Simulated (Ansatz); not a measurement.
# The standard entropy of HBS (hydrogen boron sulfide) from a frequency calculation

A linear singlet with charge 0, relaxed at PBE0-D4/def2-TZVP (Ansatz 0.2.0):

```xyz
3

B    -0.0387   -0.0146    0.1348
S     0.3992    0.1476   -1.3933
H    -0.3605   -0.1331    1.2585
```

Harmonic wavenumbers in cm⁻¹: 731, 731, 1212, 2836.

Masses in u: B 10.81, S 32.06, H 1.008. Take T = 298.15 K, p = 1 bar, R = 8.3145 J/(mol K), kT/hc = 207.22 cm⁻¹, rigid rotor and harmonic oscillator.

Problem. Work out S° at 298 K.

Solution. 
1. Translation (Sackur–Tetrode): S = R[3/2 ln M + 5/2 ln T − 1.1517] with M = 43.878 gives 156.0 J/(mol K).
2. Rotation: the moment of inertia is 26.171 u Å², so B = 16.8576/I = 0.6441 cm⁻¹; σ = 1; q = kT/(σhcB) = 321.7; S = R(ln q + 1) = 56.3.
3. Vibration: with u = ν̃/207.22, each mode gives R[u/(eᵘ − 1) − ln(1 − e⁻ᵘ)]; the sum is 2.4, most from 731 cm⁻¹ (1.1), 731 cm⁻¹ (1.1), 1212 cm⁻¹ (0.2).
4. Electronic: R ln 1 = 0.0, from the spin multiplicity alone.
5. Sum: 156.0 + 56.3 + 2.4 + 0.0 = 214.7 J/(mol K).

No measured value is set beside it here.
